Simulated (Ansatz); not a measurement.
hcp Re, treated with PBEsol (Ansatz, a first-principles code, plane waves, PAW).

Settings: plane-wave cutoff 520 eV, 16×16×10 k mesh (along the axes of the cell as run), Fermi–Dirac smearing 0.1 eV, perturbation theory, force constants from a 4×4×2 q mesh, no spin polarisation, scalar-relativistic PAW data made under PBE.

Computed at the level's own relaxed cell.

```cif
data_Re2
_chemical_formula_sum 'Re2'
_space_group_name_H-M_alt 'P 1'
_space_group_IT_number 1
_cell_length_a 2.75078
_cell_length_b 2.75078
_cell_length_c 4.44151
_cell_angle_alpha 90.000
_cell_angle_beta 90.000
_cell_angle_gamma 120.000
loop_
_space_group_symop_operation_xyz
  'x, y, z'
loop_
_atom_site_label
_atom_site_type_symbol
_atom_site_fract_x
_atom_site_fract_y
_atom_site_fract_z
_atom_site_occupancy
Re1 Re 0.66667 0.33333 0.75000 1
Re2 Re 0.33333 0.66667 0.25000 1
```

Harmonic phonon frequencies (cm⁻¹; i marks an imaginary mode):

```json
[
 {"q point": "Γ", "frequencies": "[?]"},
 {"q point": "A", "frequencies": "84 84 84 84 170 170"}
]
```

Problem. Complete the blanks.

Solution. 
- Γ, frequencies: 0 0 0 106 120 120

No imaginary mode appears at these points.
